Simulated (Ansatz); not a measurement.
A made-up structure of C$_{3}$H$_{2}$, singlet:

C1  (-0.432, -0.081, 1.235)
C2  (-0.292, -0.416, -0.169)
C3  (0.317, 0.421, 0.099)
H4  (-0.532, -0.974, -0.906)
H5  (0.940, 1.050, -0.259)
(Å)

It is relaxed with PBE-D4/def2-SVP and then PBE0-D4/def2-TZVP (Ansatz 0.2.0). Atoms count as bonded within 1.22 times the sum of their covalent radii (H–H: 0.88 Å). The end point is not checked to be a true minimum.

Question: Does its bonding change? (Judge from chemistry; the calculation decides.)

Answer: Computed: No: no bond forms or breaks.

Where it ends: The first stage lowers the energy by 4.72 eV in 7 steps. It ends as C₃H₂ (C1=CC=1):
```
atom    x (Å)    y (Å)    z (Å)
  C1  -0.4000  -0.0745   1.1433
  C2  -0.3645  -0.5146  -0.1974
  C3   0.3871   0.5188   0.1328
  H4  -0.7201  -1.2144  -0.9387
  H5   1.0975   1.2847  -0.1400
```

For scale, one of the runs: PBE0-D4/def2-TZVP relaxation, 105 basis functions, launched by `ansatz run in.yaml --threads 2 --pin off --events-out ev --progress --plain --max-ram 4352MiB`. Hardware: 2 CPU threads of an Arm Neoverse V1, shared host. Wall time about 4.6 s.
